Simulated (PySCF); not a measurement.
# BH2 (boron dihydride): UB3LYP/6-31G(d) (spherical functions, preoptimised minimum)

Aim: an optimisation with harmonic vibrations of BH2 (boron dihydride). Input form: a Python script.

The results are computed with PySCF 2.14.0.

4 further runs of the same task are left out: 4 set aside as unsound or not needed.

## Step 1: The structure to begin with

BH2: 3 atoms, total charge 0, spin state doublet. As SMILES, `[BH2]`. The shape is that of a GFN2-xTB symmetrised optimisation. The run starts from this shape.

Bond lengths: B1–H2 1.159 Å, B1–H3 1.159 Å. Angles: H2–B1–H3 128.4°.

## Step 2: An optimisation with harmonic vibrations at UB3LYP/6-31G(d) (spherical functions, preoptimised minimum)

run.py reads:

```python
# [BH2]
import numpy
from pyscf import gto, dft, symm
from pyscf.hessian import thermo
from pyscf.geomopt.geometric_solver import kernel as optimise

molecule = gto.Mole()
molecule.atom = [
    ('B', (0.061960, -0.039192, 0.030325)),
    ('H', (0.079166, 1.112379, 0.162681)),
    ('H', (-0.743739, -0.692015, -0.487941)),
]
molecule.max_memory = 1860
molecule.verbose = 3
molecule.basis = '6-31g*'
molecule.spin = 1
molecule.build()

mf = dft.UKS(molecule, xc='b3lyp')
mf.grids.level = 4
mf.conv_tol = 1e-10
converged, mol_eq = optimise(mf, maxsteps=80)
print('converged:', converged)
print(mol_eq.tostring())

mf.reset(mol_eq)
molecule = mol_eq
mf.kernel()
e_final = mf.e_tot
print('E = %.10f Eh' % e_final)
hess = mf.Hessian().kernel()
modes = thermo.harmonic_analysis(molecule, hess)
print('frequencies (1/cm)', numpy.round(modes['freq_wavenumber'], 1))
symm.geom.TOLERANCE = 1e-3  # for the symmetry number
th = thermo.thermo(mf, modes['freq_au'], 298.15, 101325)
thermo.dump_thermo(molecule, th)
```

Command:

```
$ OMP_NUM_THREADS=1 python run.py
```

Q: Predict the results. Wanted: total energy; dipole moment; HOMO energy; LUMO energy; ⟨S²⟩; lowest harmonic wavenumber; highest harmonic wavenumber; zero-point energy; ideal-gas entropy at 298.15 K.

**Answer.** As computed:

Level: UB3LYP/6-31G* (spherical functions, preoptimised minimum).

```
                                                 quantity             value
                                             total energy      -25.93417 Eh
                                            dipole moment            0.37 D
                       HOMO energy (highest over α and β)          -5.63 eV
                        LUMO energy (lowest over α and β)          -2.05 eV
                                                     ⟨S²⟩             0.751
                               lowest harmonic wavenumber         1023 cm⁻¹
                              highest harmonic wavenumber         2771 cm⁻¹
                                        zero-point energy       38.3 kJ/mol
ideal-gas entropy at 298.15 K (symmetry number 2 as used)  46.4 cal/(mol K)
```

What this shows: At the final geometry: Bond lengths: B1–H2 1.193 Å, B1–H3 1.193 Å. Angles: H2–B1–H3 127.9°. All 3 modes are real, so the shape is a minimum at this level.
